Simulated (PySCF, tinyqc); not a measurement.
Worked calculation: FCI on RHF in the sto-6g basis, frozen core, for LiH, spin multiplicity 1. The lowest restricted solution is unstable here: a spin-polarised one lies 0.0295 hartree lower (PySCF). One step of it, computed by the program tinyqc.

Question. FCI: roots. Diagonalise (each vector has its largest component positive (the first on a tie)); all determinants have Ms = 0, so triplets appear too. The lowest singlet root is the correlation energy.

Occupation strings over the orbitals (2 doubly, a alpha, b beta, 0 empty; spin orbitals ordered 1a 1b 2a 2b ...): 220000 2ab000 2a000b 2ba000 2b000a 202000 20a00b 200200 200020 20b00a 200002

H - E(HF) between determinants (hartree):
```
           220000     2ab000     2a000b     2ba000     2b000a     202000     20a00b     200200
220000   0.000000   0.000000   0.000000   0.000000   0.000000   0.031284   0.055049   0.020416
2ab000   0.000000   0.092215  -0.011059  -0.031284  -0.055049   0.087116  -0.026154   0.021477
2a000b   0.000000  -0.011059   0.254611  -0.055049  -0.133721  -0.026154   0.019028   0.017015
2ba000   0.000000  -0.031284  -0.055049   0.092215  -0.011059  -0.087116  -0.120139  -0.021477
2b000a   0.000000  -0.055049  -0.133721  -0.011059   0.254611   0.026154   0.045276  -0.017015
202000   0.031284   0.087116  -0.026154  -0.087116   0.026154   0.512056  -0.114634   0.041603
20a00b   0.055049  -0.026154   0.019028  -0.120139   0.045276  -0.114634   0.411424   0.010291
200200   0.020416   0.021477   0.017015  -0.021477  -0.017015   0.041603   0.010291   0.589322
200020   0.020416   0.021477   0.017015  -0.021477  -0.017015   0.041603   0.010291   0.016875
20b00a  -0.055049  -0.120139   0.045276  -0.026154   0.019028   0.114634  -0.038425  -0.010291
200002   0.133721  -0.045276   0.031107   0.045276  -0.031107   0.038425  -0.030865   0.018231

           200020     20b00a     200002
220000   0.020416  -0.055049   0.133721
2ab000   0.021477  -0.120139  -0.045276
2a000b   0.017015   0.045276   0.031107
2ba000  -0.021477  -0.026154   0.045276
2b000a  -0.017015   0.019028  -0.031107
202000   0.041603   0.114634   0.038425
20a00b   0.010291  -0.038425  -0.030865
200200   0.016875  -0.010291   0.018231
200020   0.589322  -0.010291   0.018231
20b00a  -0.010291   0.411424   0.030865
200002   0.018231   0.030865   0.534961
```

Give: lowest roots of this matrix, relative to E(HF); lowest vectors; <S^2> of these roots; weight of the ground state by excitation level 0, 1, 2, ....

Answer.

lowest roots of this matrix, relative to E(HF) (hartree): -0.0538  -0.0094  0.0260  0.1119  0.3631  0.4097  0.4524  0.5632

lowest vectors:
```
         root 1  root 2   root 3   root 4
220000   0.9271  0.0000  -0.2234   0.0000
2ab000   0.1128  0.6387   0.6002  -0.1467
2a000b  -0.0141  0.2218  -0.1239   0.6481
2ba000  -0.1128  0.6387  -0.6002  -0.1467
2b000a   0.0141  0.2218   0.1239   0.6481
202000  -0.1388  0.0000  -0.3138   0.0000
20a00b  -0.1662  0.2070  -0.1830  -0.2418
200200  -0.0159  0.0000  -0.0060   0.0000
200020  -0.0159  0.0000  -0.0060   0.0000
20b00a   0.1662  0.2070   0.1830  -0.2418
200002  -0.1991  0.0000   0.1825   0.0000
```

<S^2> of these roots: 0.0000  2.0000  0.0000  2.0000  0.0000  0.0000  2.0000  0.0000

weight of the ground state by excitation level 0, 1, 2, ...: 0.8595  0.0258  0.1147

The reference has a weight of only 0.86: one determinant is a poor start here. A root of higher spin lies below E(HF).
